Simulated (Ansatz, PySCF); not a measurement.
System: C₃H₈, charge 0, singlet. C3H8 (SMILES CCC).
B3LYP-D3(BJ)/def2-TZVP minimum from Ansatz (a program for electronic structure):
```xyz
11

C     -0.0014    -0.0033     0.5859
C      0.0027     1.2725    -0.2521
C     -0.0014    -1.2696    -0.2666
H     -0.8774    -0.0057     1.2413
H      0.8715    -0.0085     1.2455
H      0.0026     2.1656     0.3757
H     -0.0044    -2.1698     0.3510
H      0.8856     1.3165    -0.8947
H     -0.8771     1.3193    -0.8989
H     -0.8813    -1.3061    -0.9138
H      0.8814    -1.3090    -0.9097
```

Atomisation energy term by term, kcal/mol (programs: Ansatz). UHF or UKS for unpaired electrons; spin-orbit terms are left out. Correlated methods leave the cores frozen. Rows without X2C or -DK are non-relativistic. CBS(X,Y): correlation extrapolated as X^-3, Hartree-Fock from the larger set. A bracket is a step between two methods taken in the basis named. 'core' is core correlation in cc-pwCVTZ, 'X2C' scalar relativity in cc-pVTZ-DK, both at CCSD(T). Where a partner has so few electrons that a lower coupled-cluster level is exact, that level stands in.

```json
[
 {"term": "Hartree-Fock", "basis": "cc-pVQZ", "kcal/mol": "775.52"},
 {"term": "CCSD correlation", "basis": "CBS(cc-pVTZ,cc-pVQZ)", "kcal/mol": "219.66"},
 {"term": "(T)", "basis": "CBS(cc-pVTZ,cc-pVQZ)", "kcal/mol": "10.40"},
 {"term": "CCSDT(Q) - CCSD(T)", "basis": "cc-pVDZ", "kcal/mol": "0.31"},
 {"term": "core correlation", "basis": "cc-pwCVTZ", "kcal/mol": "3.43"},
 {"term": "scalar relativity", "basis": "X2C, cc-pVTZ-DK", "kcal/mol": "-0.58"},
 {"term": "minus zero-point energy", "basis": "Hessian by PySCF at B3LYP-D3(BJ)/def2-TZVP", "kcal/mol": "-64.71"},
 {"term": "sum: D0", "basis": "", "kcal/mol": "944.0"}
]
```
